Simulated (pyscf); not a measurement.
## Four-centre exchange: hafnium tetrachloride (Cl–Hf(Cl)(Cl)–Cl) + water (H₂O) → hydrogen chloride (HCl) + HO–Hf(Cl)(Cl)–Cl

Gas phase, singlet surface, charge 0. Bonds broken: Cl1–Hf2, O6–H7. Bonds formed: Cl1–H7, Hf2–O6. Single points on ωB97X-D3(BJ)/def2-SVP structures (PySCF, gas phase).

Transition state (Å):

```xyz
8

Cl    -2.2858     0.0579     1.5712
Hf    -0.1283     0.4017    -0.0619
Cl     0.1023     2.5875     0.7272
Cl    -1.5081     0.1820    -1.9323
Cl     1.9843     0.0188    -0.9830
O      0.0417    -1.1572     1.2305
H     -1.2290    -0.8664     1.7578
H      0.7276    -1.8001     1.4414
```

One imaginary mode, 463i cm⁻¹; descent along it reached the two sides named, in the forms told below.

| bond | change | reactant side (Å) | saddle | product side |
|---|---|---|---|---|
| Cl1–Hf2 | breaks | 2.395 | 2.7 | 2.9 |
| O6–H7 | breaks | 0.969 | 1.406 | 2.142 |
| Cl1–H7 | forms | 2.6 | 1.416 | 1.294 |
| Hf2–O6 | forms | 2.254 | 2.032 | 1.947 |

Electronic energies relative to the separated reactants (kcal/mol):

```csv
level,barrier,reaction energy,reverse barrier
ωB97X-D3(BJ)/def2-TZVP,3.4,+6.3,-2.9
PBE/def2-TZVP,3.7,+4.1,-0.4
r²SCAN/def2-TZVP,2.3,+3.9,-1.6
B3LYP-D3(BJ)/def2-TZVP,4.2,+3.9,0.3
PBE0-D3(BJ)/def2-TZVP,3.5,+5.0,-1.5
M06-2X/def2-TZVP,3.1,+4.1,-1.0
ωB97M-D3(BJ)/def2-TZVP,4.5,+2.8,1.7
HF/def2-TZVP,17.1,+2.9,14.2
```

With ωB97M-D3(BJ)/def2-TZVP energies and thermal terms (ideal gas, 1 atm, RRHO with modes under 100 cm⁻¹ raised to 100, one conformer, R ln 2 for rigid chiral ones), in kcal/mol:

```
T (K)  ΔH‡   ΔG‡    ΔH    ΔG
-----  ---  ----  ----  ----
298    2.0  11.9  +0.9  +0.3
600    2.4  21.8  +1.4  -0.5
900    3.2  31.3  +2.0  -1.5
1200   4.2  40.4  +2.5  -2.8
```

On the reactant side the descent ends in an adduct with a Hf–O contact, 17.3 kcal/mol under the separated species and 20.6 kcal/mol under the saddle at ωB97X-D3(BJ)/def2-TZVP. On the product side the descent ends in an adduct with a Cl–Hf contact, 5.9 kcal/mol under the separated species and 3.0 kcal/mol under the saddle at ωB97X-D3(BJ)/def2-TZVP. At ωB97X-D3(BJ), PBE, r²SCAN, PBE0-D3(BJ), M06-2X the saddle lies under the separated products, which points to a path from their complex (located at ωB97X-D3(BJ) alone), and parting the products costs more than the saddle. What is counted as formed (Hf–O) is already present as a longer contact in the reactant adduct; forming that adduct is a step of its own. What is counted as broken (Cl–Hf) persists as a longer contact in the product adduct; parting that adduct is a step of its own. One saddle was located; it need not be the lowest between these sides. Elements past Kr carry the def2 core potentials, without spin-orbit coupling.
